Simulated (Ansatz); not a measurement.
**One arrangement of a pair**

The pair of H₃O⁺ (SMILES [OH3+], atoms 1–4) and HCN (SMILES C#N, atoms 5–7), both closed shells, in one local arrangement (a lower one may exist), relaxed at PBE0-D4/def2-TZVP:

```
7
angstrom
O -0.6562 0.2140 -1.4123
H -1.6146 0.3447 -1.4286
H -0.1658 0.0386 -0.3707
H -0.2232 0.8504 -1.9983
C 0.8953 -0.4870 1.7540
N 0.3970 -0.2293 0.7662
H 1.3674 -0.7315 2.6898
```

Computed with Ansatz 0.2.0 (basis: def2-TZVPPD, with def2-QZVPPD for the basis limit); correlated methods freeze the cores. B3LYP uses VWN-RPA correlation. Extrapolation: Hartree–Fock as exp(−7.88 √X), correlation as X^−2.97. Interaction energies count from these two fragments, frozen as in the pair, with the counterpoise correction; negative means bound.

Q: What is the interaction energy by CCSD(T) at an estimated basis limit (MP2 extrapolated from triple and quadruple zeta, plus CCSD(T) − MP2 in triple zeta)? (Judge from chemistry; the value comes from the calculation.)

A: Computed: -203.3 kJ/mol. Hartree–Fock alone gives -191.9 kJ/mol at the basis limit. It counts from the two fragments frozen as in the pair.

The same quantity by other methods in triple zeta, and each one's difference from that estimate:
```
   method  E_int (kJ/mol)  difference
   PBE-D4          -212.1        -8.9
revPBE-D4          -206.2        -2.9
  BLYP-D4          -205.0        -1.8
r2SCAN-D4          -211.5        -8.2
   B97M-V          -204.2        -0.9
  PBE0-D4          -213.4       -10.1
 B3LYP-D4          -208.4        -5.1
 HSE06-D4          -213.5       -10.2
  wB97X-V          -206.1        -2.9
  wB97M-V          -202.4         0.9
   B2PLYP          -204.6        -1.3
       HF          -192.0        11.3
      MP2          -203.1         0.2
     CCSD          -198.2         5.1
  CCSD(T)          -200.0         3.3
```
Differences are method less estimate.

Q: Which atoms make the shortest contact between the fragments?

A: H3 and N6, 1.30 Å apart.

Energy to bend the free fragments (PBE0-D4 minima) into their shapes in the pair, CCSD(T)/def2-TZVPPD: H₃O⁺ 58.5 kJ/mol; HCN 2.3 kJ/mol. This must be added to the interaction energy to get the binding energy from relaxed fragments.

Basis-set superposition shift (counterpoise-corrected less uncorrected): CCSD(T) 5.0; MP2 5.4; HF 0.4; PBE0-D4 0.6; wB97M-V 0.6 kJ/mol.

T1 diagnostic: at most 0.014.

For scale, one of the runs: CCSD(T)/def2-TZVPPD, 182 basis functions, launched by `ansatz run in.yaml --threads 2 --pin off --events-out ev --progress --plain --max-ram 5222MiB`. Hardware: 2 CPU threads of an Arm Neoverse V1, shared host. Wall time 29 s; peak host memory 1.8 GiB.
